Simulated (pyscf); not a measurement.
**Routes from S=Ge: (SMILES [S]=[Ge]) [singlet] + HF (SMILES F)**

Candidate steps break at most two bonds and form at most two. Each was searched with GFN2-xTB (tblite) first. Optimised with ωB97X-D3(BJ)/def2-SVP in PySCF. Correlated levels are frozen-core, on RHF or UHF. ΔMP2 is the change of the MP2 total energy from the triple- to the quadruple-zeta basis. Energies: CCSD(T)/def2-TZVPP + ΔMP2(QZVPP), eV, from the separated reactants, singlet surface; ΔG‡ with ideal gas, 1 atm, RRHO with modes under 100 cm⁻¹ raised to 100, one conformer, R ln 2 for chiral ones without a mode under 150 cm⁻¹.

```
products                                                        type   ΔE‡     ΔE  ΔG‡ 298 K  ΔG‡ 900 K  ν‡ (cm⁻¹)
------------------  ------------------------------------------------  ----  -----  ---------  ---------  ---------
F–Ge:–SH [singlet]  addition across a multiple bond or ene-type step  0.35  -0.78       0.62       1.42      1051i
F–GeH=S                                                    insertion  1.93  -0.13       2.18       2.91      1445i
```

Row 1: On the reactant side the descent ends in a complex, 0.27 eV under the separated species and 0.34 eV under the saddle at ωB97X-D3(BJ)/def2-TZVP. 

Plain bond fissions and candidates not yet searched are not listed, and one of them may be faster. Each barrier is that of the saddle found; lower ones may exist. The CCSD(T) − MP2 part came from Ansatz, without density fitting, on the same reference. The frozen core leaves the outer d or s,p core shells of the metals and heavy elements correlated in the MP2 and CC values, and def2-TZVPP describes them poorly, which can shift differences by a few kcal/mol. Elements up to Kr have no core potential and no relativistic terms here.
